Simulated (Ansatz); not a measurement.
**HO (quartet): from Hartree-Fock to the top rungs, def2-QZVPP**

An exercise on one series of results from a longer session: the logs are not shown, and one member is left open.

Program: Ansatz 0.2.0, Gaussian basis. Level of theory: def2-QZVPP, core rule «outside noble gas», up to 1 orbitals frozen. These are calculated values, not measurements.

To be run: UHF; ROHF; CCSD(T) on UHF.

2 further runs of the same task are left out: 2 set aside as unsound or not needed.

### The system

The geometry is a PBE0/def2-TZVP stationary point (not a proven minimum) of the parent state, kept for this charge and spin.

2 atoms, charge 0, spin multiplicity 4.

Atoms are counted from 1 here; the program's logs count them from 0.

Bond lengths: O1–H2 0.973 Å.

The first run:

The input, in.yaml:

```yaml
crystal:
  periodic: [false, false, false]
  atoms:
    - {symbol: O, position_ang: [0.000000, 0.000000, 0.000000]}
    - {symbol: H, position_ang: [0.000000, 0.000000, 0.973108]}
basis:
  gaussian: {orbitals: "def2-QZVPP.json"}
magnetization: {spin_polarized: true, initial_magnetization: 3}
hamiltonian: {xc: hf}
output: {orbitals: {seedname: orbitals}}
```

The run is started by

```sh
$ ansatz run in.yaml --threads 1 --pin off --events-out ev --progress --plain --max-ram 2393MiB
```

Steps of the session up to this table: UHF; ROHF; CCSD(T) on UHF.

One table of the session follows, with a row left open; its other results are not shown here.

```
  method  from UCCSD(T) (meV)
    ROHF              +5283.1
     UHF              +5064.1
    UMP2                    ?
   UCCSD               +112.1
UCCSD(T)                    0
```

**Question.** Estimate the row for UMP2.

The run gave: from UCCSD(T) (meV): +573.8. In the column «from UCCSD(T) (meV)» it lies between UCCSD (+112.1) and UHF (+5064.1).
